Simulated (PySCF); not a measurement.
## SiS₂ at several levels of theory

All levels use the PBE0 minimum (singlet; Si–S 1.918 Å (×2); S–Si–S 180.0°), basis [Si def2-TZVP, S def2-TZVP], no relativity, density fitting, no spin–orbit coupling, PySCF. For vertical energies the ionised species is a doublet (spins chosen at PBE0 and kept) and the electron-attached one a doublet. Atomisation goes to high-spin ground-configuration atoms, without zero-point energy. Open shells are unrestricted, also as the reference of the correlated levels. A dash marks a value that was not computed or is not defined at that level.

| level | atomisation (kJ/mol) | vertical IP (eV) | vertical EA (eV) | −ε(HOMO) (eV) | gap (eV) |
| --- | --- | --- | --- | --- | --- |
| PBE0 | ? | ? | ? | ? | ? |
| HF | 572 | 9.35 | -0.42 | 10.63 | 11.82 |
| MP2 | 951 | 10.73 | 0.21 | – | – |
| PBE | ? | ? | ? | ? | ? |

(1) Fill in the row of PBE.

(2) Fill in the row of PBE0.

Results:

(1) atomisation (kJ/mol) 988, vertical IP (eV) 10.01, vertical EA (eV) 0.43, −ε(HOMO) (eV) 7.01, gap (eV) 3.87.

(2) atomisation (kJ/mol) 948, vertical IP (eV) 10.20, vertical EA (eV) 0.43, −ε(HOMO) (eV) 8.13, gap (eV) 5.87.

Spin contamination in at least one species weakens the values at: HF, MP2.

Without diffuse functions attachment energies tend to come out too low.
